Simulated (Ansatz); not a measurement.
Input file:

```yaml
crystal:
  periodic: [false, false, false]
  atoms:
    - {symbol: Si, position_ang: [0.000000, 0.000000, -1.757378]}
    - {symbol: B, position_ang: [0.000000, 0.000000, 5.030622]}
    - {symbol: H, position_ang: [0.000000, 0.000000, -3.273243]}
basis:
  gaussian: {orbitals: 6-31G}
correlation: {method: fic_mrcisd_q, electrons: valence, active_space: {window: {electrons: 6, orbitals: 5}}}
scf: {lower_state_search: light}
```

```sh
$ ansatz run in.yaml --threads 1 --pin off --events-out ev --progress --plain --max-ram 2393MiB
```

Task: Roughly how long does this take on 1 thread of Arm Neoverse V1, shared host, and how much host memory?

Result: 2.4 s wall and 0.18 GiB.

```
298 factors; integrals over basis functions are off by at most 2.1e-4 eV
mean field evaluation 1: about -8534.7410 eV, gradient 1.1e1 eV
mean field evaluation 2: about -8534.7414 eV, gradient 1.1e1 eV
mean field evaluation 4: about -8531.1432 eV, gradient 2.0e1 eV
mean field evaluation 8: about -8537.7252 eV, gradient 2.8e-1 eV
mean field evaluation 16: about -8537.6851 eV, gradient 2.1e0 eV
mean field evaluation 32: about -8537.7349 eV, gradient 5.6e-3 eV
mean field evaluation 64: about -8537.6780 eV, gradient 2.1e0 eV
mean field evaluation 96: about -8537.7259 eV, gradient 4.3e-2 eV
mean field evaluation 128: about -8537.7349 eV, gradient 6.0e-3 eV
mean field -8537.73486862 eV, -313.7559693374 hartree, gradient 3.0e-6 eV, S^2 0.000000; 10 other end points of the search recorded, 0 dependent functions left out; unrestricted orbitals would lower it
reference -8537.72578260 eV, -313.7556354320 hartree; 10, 10 occupied and 14, 14 virtual orbitals, 298 factors
state -8542.44527705 eV, -313.9290736541 hartree
contracted CI cycle   1: correlation 0.00000000 eV, 0.0000000000 hartree, residual 7.48e0 eV
...
contracted CI cycle   9: correlation -1.80600438 eV, -0.0663694370 hartree, residual 1.35e-3 eV
contracted CI cycle  10: correlation -1.80600443 eV, -0.0663694385 hartree, residual 5.22e-4 eV
state -8542.43552832 eV, -313.9287153951 hartree; corrected -8544.39631141 eV, -314.0007728446 hartree
state -8542.43552832 eV, -313.9287153951 hartree; corrected -8544.39631141 eV, -314.0007728446 hartree
state -8542.29350458 eV, -313.9234961187 hartree
contracted CI cycle   1: correlation 0.00000000 eV, 0.0000000000 hartree, residual 7.67e0 eV
contracted CI cycle   2: correlation -1.86562485 eV, -0.0685604487 hartree, residual 1.56e0 eV
contracted CI cycle   3: correlation -1.94159331 eV, -0.0713522382 hartree, residual 3.17e-1 eV
contracted CI cycle   4: correlation -1.94444926 eV, -0.0714571923 hartree, residual 6.31e-2 eV
contracted CI cycle   5: correlation -1.94455508 eV, -0.0714610810 hartree, residual 1.63e-2 eV
contracted CI cycle   6: correlation -1.94456355 eV, -0.0714613924 hartree, residual 4.11e-3 eV
contracted CI cycle   7: correlation -1.94456402 eV, -0.0714614096 hartree, residual 1.19e-3 eV
contracted CI cycle   8: correlation -1.94456405 eV, -0.0714614109 hartree, residual 3.99e-4 eV
state -8542.29350458 eV, -313.9234961187 hartree; corrected -8544.39854642 eV, -314.0008549798 hartree
state -8542.29350458 eV, -313.9234961187 hartree; corrected -8544.39854642 eV, -314.0008549798 hartree
the orbitals are reached from a further start. From the first start the search ends at -8542.44499771 eV, -313.9290633887 hartree
WARN: the results are in doubt because another end's mean lies 0.152 eV lower, and its corrected mean 0.032 eV higher
Total energy: -8544.39854642 eV, -314.0008549798 hartree
In doubt: another end's mean lies 0.152 eV lower, and its corrected mean 0.032 eV higher
```

Natural occupations: 1.9994 1.9562 1.0000 1.0000 0.0444.
